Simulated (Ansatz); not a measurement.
## Boltzmann transport of Ti2C at constant τ

Level of theory: Ansatz 0.2.0, DFT LDA, scalar-relativistic, plane waves, PAW. Cutoff 420 eV, 18×18×18 k-points (Γ-centred), Fermi-Dirac smearing of 0.15 eV. No spin polarisation.

Equilibrium structure at this level:
```xyz
3
Lattice="1.5139 0.8740 4.7323 -1.5139 0.8740 4.7323 0.0000 -1.7481 4.7323" Properties=species:S:1:pos:R:3 pbc="T T T"
Ti    0.0000    0.0000    3.4950
Ti    0.0000    0.0000   10.7020
C     0.0000    0.0000    7.0985
```

In a metal these results depend on the k mesh and the smearing.

Constant relaxation time and rigid bands. The levels are interpolated over the whole zone and filled by a Fermi function at the stated temperature, with the chemical potential set by the electron count. Seebeck coefficients of a few μV/K are small differences and uncertain even in sign.

(1) Give the Drude plasma energies, the density of states at the chemical potential and σ/τ at 300 K.

(2) And the Seebeck coefficient (μV/K)?

Answers

(1)
| Item | Value |
| --- | --- |
| Plasma energy xx, yy, zz | 3.99, 3.99, 3.01 eV |
| Density of states (thermally broadened) | 1.82 states/eV/cell |
| Conductivity over τ, xx, yy, zz | 3.3, 3.3, 1.8 ×10²⁰ (Ω·m·s)⁻¹ |

(2)
```
T (K) Sxx Syy Szz
  300   -8.7   -8.7  -34.4
  600  -15.4  -15.4  -58.9
  900  -18.0  -18.0  -73.5
```

Whether Ti2C exists in this form wasn't checked.

Cost: 1 run of about 7.8 core-minutes, on Intel Xeon 6975P-C (Granite Rapids) (shared hosts).